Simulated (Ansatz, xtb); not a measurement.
# Redistribution: C3H4 + CH4O → C2H2O + C2H6

Species: C3H4 `C#CC`, singlet; CH4O (methanol) `CO`, singlet; C2H2O (ethynol) `C#CO`, singlet; C2H6 `CC`, singlet. The partners trade CH3 for OH; both sit on C, so the bond types are kept.

Shapes, held fixed at every level: PBE0-D4/def2-TZVP. Programs: Ansatz 0.2.0, xtb 6.7.1. The zero-point and thermal change to 298 K, harmonic and unscaled (PBE0-D4/def2-TZVP), is -1.4 kJ/mol.

Task: Estimate the reaction enthalpy at 298 K.

Result: From tabulated heats of formation (Active Thermochemical Tables), ΔH(298 K) = +23.8 kJ/mol. Nearest: CCSD(T)/CBS estimate (+1.2); farthest: GFN2-xTB (-40.9). 6 of 9 levels lie within 10 kJ/mol. The wrong sign comes from GFN2-xTB. The CBS estimate extrapolates MP2 from def2-TZVPP and def2-QZVPP and adds CCSD(T) − MP2 in the triple-zeta set, cores frozen. Times are processor times on shared x86 and Arm servers, and rough.

```tsv
level	kind	ΔH (kJ/mol)	computed − measured	CPU time (all species)
GFN2-xTB	semi-empirical	-17.1	-40.9	0.18 s
HF/def2-SVP	Hartree–Fock	+19.8	-4.0	–
SPW92/def2-TZVPP	LDA	+6.0	-17.8	4.2 s
r2SCAN-D4/def2-TZVPP	meta-GGA	+16.1	-7.7	17 s
B3LYP-D4/def2-TZVPP	global hybrid	+19.2	-4.6	11 s
r2SCAN0-D4/def2-TZVPP	global hybrid	+16.6	-7.2	15 s
wB97M-V/def2-TZVPP	range-separated hybrid	+18.8	-5.0	35 s
CCSD(T)/def2-SVP	coupled cluster or CI	+11.7	-12.1	4.7 s
CCSD(T)/CBS estimate	coupled cluster or CI	+25.0	+1.2	16 min
```
